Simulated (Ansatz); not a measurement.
Input file:

```yaml
crystal:
  periodic: [false, false, false]
  atoms:
    - {symbol: Al, position_ang: [0.000000, 0.751888, 1.085124]}
    - {symbol: Mg, position_ang: [0.000000, -0.934494, -1.265265]}
    - {symbol: H, position_ang: [0.000000, 2.406655, 1.462321]}
basis:
  gaussian: {orbitals: 6-31G}
correlation: {method: fic_mrcisd_q, electrons: outside_noble_gas, active_space: {window: {electrons: 6, orbitals: 9}, shells: [{species: Al, l: s, shell: 3}, {species: Al, l: p, shell: 3}, {species: H, l: s, shell: 1}, {species: Mg, l: s, shell: 3}, {species: Mg, l: p, shell: 3}]}}
```

```sh
$ ansatz run in.yaml --threads 1 --pin off --events-out ev --progress --plain --max-ram 2393MiB
```

The program prints:

```
542 factors; integrals over basis functions are off by at most 1.1e-7 eV
mean field evaluation 1: about -12027.2127 eV, gradient 6.0e0 eV
mean field evaluation 2: about -12027.2192 eV, gradient 6.0e0 eV
mean field evaluation 4: about -12027.5575 eV, gradient 5.6e-1 eV
mean field evaluation 8: about -12027.5634 eV, gradient 8.2e-4 eV
mean field -12027.56344174 eV, -442.0048039087 hartree, gradient 4.1e-6 eV, S^2 0.000000; 0 other end points of the search recorded, 0 dependent functions left out; unrestricted orbitals would lower it
reference -12027.56344174 eV, -442.0048039087 hartree; 13, 13 occupied and 15, 15 virtual orbitals, 542 factors
state -12029.53365285 eV, -442.0772078315 hartree
contracted CI cycle   1: correlation 0.00000000 eV, 0.0000000000 hartree, residual 3.12e0 eV
contracted CI cycle   2: correlation -0.30918721 eV, -0.0113624205 hartree, residual 9.30e-1 eV
contracted CI cycle   3: correlation -0.32945803 eV, -0.0121073594 hartree, residual 2.73e-1 eV
contracted CI cycle   4: correlation -0.33102194 eV, -0.0121648318 hartree, residual 6.79e-2 eV
contracted CI cycle   5: correlation -0.33114268 eV, -0.0121692689 hartree, residual 1.73e-2 eV
contracted CI cycle   6: correlation -0.33115005 eV, -0.0121695398 hartree, residual 5.46e-3 eV
contracted CI cycle   7: correlation -0.33115072 eV, -0.0121695645 hartree, residual 1.66e-3 eV
contracted CI cycle   8: correlation -0.33115078 eV, -0.0121695668 hartree, residual 4.66e-4 eV
state -12029.53365285 eV, -442.0772078315 hartree; corrected -12029.86952927 eV, -442.0895510621 hartree
Total energy: -12029.86952927 eV, -442.0895510621 hartree
Checks for a lower state left out: starts, orbital_swaps
```

Natural occupations: 1.9665 1.9272 1.7863 0.1330 0.0564 0.0473 0.0344 0.0325 0.0164.

For the same geometry and basis full CI lies 7.0 meV lower.

Ran on 1 thread of Arm Neoverse V1, shared host: 3.8 s wall, 0.31 GiB peak host memory.
